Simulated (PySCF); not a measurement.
How the method changes the constants of BN

State: ³Π (triplet), unpaired electrons σ ↑, π ↑. Set-up: B def2-TZVPP, N def2-TZVPP; no relativity (PySCF 2.14). De refers to B + N in their high-spin ground configurations, without counterpoise correction. The functionals are run spin-unrestricted. A positive dipole means B(−)N(+). Levels whose curve was spin-contaminated or gave no clean fit are not listed.

| Level | Re (Å) | ωe (cm⁻¹) | De (eV) | μ (D) |
| --- | --- | --- | --- | --- |
| UHF | 1.288 | 1760 | 2.29 | -2.71 |
| UHF-CCSD | 1.322 | 1575 | 3.97 | n/a |
| UHF-CCSD(T) | 1.333 | 1528 | 4.21 | n/a |
| PBE | 1.333 | 1512 | 5.30 | -1.84 |
| r²SCAN | 1.321 | 1569 | 4.89 | -2.11 |
| B3LYP | 1.318 | 1565 | 4.82 | -2.09 |
| PBE0 | 1.315 | 1595 | 4.81 | -2.14 |
| M06 | 1.315 | 1594 | 4.66 | -2.08 |
| MN15 | 1.312 | 1628 | 4.90 | -2.30 |
| BHandHLYP | 1.301 | 1656 | 4.25 | -2.40 |
| ωB97M-V | 1.314 | 1603 | 4.67 | -2.16 |

Question: Which functional lies closest to UHF-CCSD(T) in De, which farthest, and by how much do they differ from it?

Answer: Closest is BHandHLYP (-3.2 pm in Re, +8.4 % in ωe, +0.04 eV in De against UHF-CCSD(T) in the same basis), farthest PBE (+0.0 pm in Re, -1.0 % in ωe, +1.09 eV in De). CCSD(T) converges more slowly with the basis than the functionals do and binds too weakly in this one, so the order can change at the basis-set limit.

Question: What does a quarter of exact exchange do here, going from PBE to PBE0?

Answer: PBE0 less PBE: -1.8 pm in Re, +5.5 % in ωe, -0.49 eV in De. Exact exchange removes part of the self-interaction that spreads semilocal densities, and in most molecules shortens and stiffens the bond and lowers De; so it does here.

Question: What does the step from GGA to meta-GGA do here, going from PBE to r²SCAN?

Answer: r²SCAN less PBE: -1.2 pm in Re, +3.8 % in ωe, -0.41 eV in De. 

Correlated steps freeze 2 core orbitals. The CCSD T1 diagnostic is raised, a sign that a single reference may not be enough here. The state was picked by a PBE0 search and need not be the measured ground state.

The whole job (state search and all levels along the bond) took about 3.3 min on 1 thread of Intel Xeon 6975P-C (shared host), peak memory 1.3 GiB.
